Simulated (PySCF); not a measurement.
# C6H6: full NMR table

- Formula: C6H6
- SMILES: c1ccccc1
- InChI: InChI=1S/C6H6/c1-2-4-6-5-3-1/h1-6H
- Point group of the computed structure: D6h
- Degrees of unsaturation: 4
- Carbon signals: 1
- Proton signals: 1

Numbering as in the mapped SMILES `[cH:1]1[cH:2][cH:3][cH:4][cH:5][cH:6]1`. Each H is labelled by its parent atom.

Computational details: GFN2-xTB structure, PBE0/pcSseg-1 with gauge-including orbitals, in PySCF 2.14.0 with density-fitted response routines (gas phase, one averaged value for each set of equivalent atoms, relativity neglected, one conformer).

References, each an isolated molecule treated in the same way: ¹H (31.72 ppm) and ¹³C (186.93 ppm) vs TMS.

| carbon | δC, type | δH (multiplicity) | HMBC from (2–3 bonds) | span of the C tensor (ppm) |
| --- | --- | --- | --- | --- |
| C1/C2/C3/C4/C5/C6 | 133.9, CH | 7.66 (s) | H(C1)/H(C2)/H(C3)/H(C4)/H(C5)/H(C6) | 238 |

1. Carbon types of the structure: 6 × CH, which accounts for all hydrogens.
2. δC 133.9: aromatic CH; the aromatic region.
3. δH 7.66: hydrogen on an aromatic CH; ring-current deshielding.

Shifts are as computed. Against solution values, carbons near 30 ppm lie about +3 ppm off and those near 130 ppm about +5 ppm. Of 246 compounds with measured shifts, 49 miss one by over three times the rms of a fit or turn the order of signals round; such compounds aren't used in these exercises.
